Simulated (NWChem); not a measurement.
CH2Cl2 cation, doublet; SMILES of the neutral closed-shell parent C(Cl)Cl

```xyz
5

Cl     1.4800     0.0000     0.1977
C      0.0000     0.0000    -0.6611
Cl    -1.4800     0.0000     0.1977
H      0.0000     0.8675    -1.3771
H      0.0000    -0.8675    -1.3771
```
Atoms are numbered in this order, from 1.

Computed with NWChem. Pople sets run with spherical d functions. Spin-unrestricted. In the optimisation the excess spin sits in b2 (C2v, its own frame). Structure relaxed at the PBE0/def2-SVP, spin-unrestricted level. The spin multiplicity was typed, not searched, and may not be the lowest. No stability test was run on the SCF state. Total energies compare along this basis series because the functional is fixed.

| level | basis functions | energy (Ha) | highest occupied level (eV) | lowest empty minus highest occupied level, either spin (eV) | <S²> |
|---|---|---|---|---|---|
| UHF/STO-3G | 25 | -947.3113 | -16.58 | 6.22 | 0.753 |
| UHF/3-21G | 39 | -952.9478 | -17.12 | 6.24 | 0.758 |
| UHF/6-31G* | 54 | -957.5629 | -16.87 | 6.34 | 0.763 |
| UHF/6-31+G* | 66 | -957.5644 | -16.85 | 6.34 | 0.763 |
| UHF/6-311G** | 82 | -957.6271 | -16.89 | 6.40 | 0.765 |
| UHF/6-311++G** | 96 | -957.6326 | -16.86 | 6.42 | 0.764 |
